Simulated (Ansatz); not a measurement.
Compare A (`N/C=C\N`) with its isomer B (`CC(=N)N`).

Calculated with Ansatz (gas phase, PBE0-D4/def2-TZVP geometries, no zero-point term in ΔE). CCSD(T)/CBS is the MP2 limit (def2-TZVPP, def2-QZVPP) plus CCSD(T) − MP2 in def2-TZVPP, frozen cores. DFT in def2-TZVPP. Each species was taken in one conformer, which may not be the lowest.

A:

Z-matrix (Å, degrees):
```
N
C 1 1.404
H 1 1.008 2 113.2
H 1 1.013 2 112.3 3 -124.6
C 2 1.333 1 122.3 3 165.5
H 2 1.082 1 117.2 3 -17.8
N 5 1.404 2 122.3 1 -3.2
H 5 1.082 2 120.3 1 -179.9
H 7 1.013 5 112.3 2 41.7
H 7 1.008 5 113.2 2 166.3
```

B:

```xyz
10

C     0.0045    0.8379    0.9294
C     0.2671   -0.0273   -0.2656
N     1.2327    0.2519   -1.0461
N    -0.5727   -1.1137   -0.3698
H     0.7396    1.6378    0.9596
H    -0.9980    1.2736    0.8796
H     0.0671    0.2516    1.8500
H     1.3003   -0.4186   -1.8118
H    -0.5905   -1.6093   -1.2450
H    -1.4502   -1.0838    0.1197
```

(1) Which is lower in electronic energy at CCSD(T)/CBS, and by how much? (Best estimate.)

(2) Give E(B) − E(A) in kcal/mol with BLYP-D4, CCSD(T)/def2-SVP, HF/def2-TZVPP, MP2/def2-TZVPP, PBE0-D4, PBE-D4, CCSD(T)/def2-TZVPP. (Estimate.)

(3) Does the order hold for the free energy at 298.15 K (harmonic terms from PBE0-D4)? (Best estimate.)

Largest T1 diagnostic: 0.012.

## Answers

(1) Ansatz gave: B, by 14.0 kcal/mol.

(2) The calculation gave: BLYP-D4 -14.3, CCSD(T)/def2-SVP -17.1, HF/def2-TZVPP -17.2, MP2/def2-TZVPP -15.2, PBE0-D4 -14.4, PBE-D4 -14.1, CCSD(T)/def2-TZVPP -15.2. None reverses the order clearly.

(3) The calculation gave: Yes: G(B) − G(A) = -14.6 kcal/mol, for one conformer each.

From BLYP to BHLYP (50 % exact exchange), in def2-TZVPP and without D4, E(B) − E(A) moves by −0.8 kcal/mol. In def2-TZVPP, CCSD(T) changes the Hartree–Fock value by +2.1 kcal/mol (the triples alone add +0.0 kcal/mol) and MP2 by +2.0 kcal/mol.
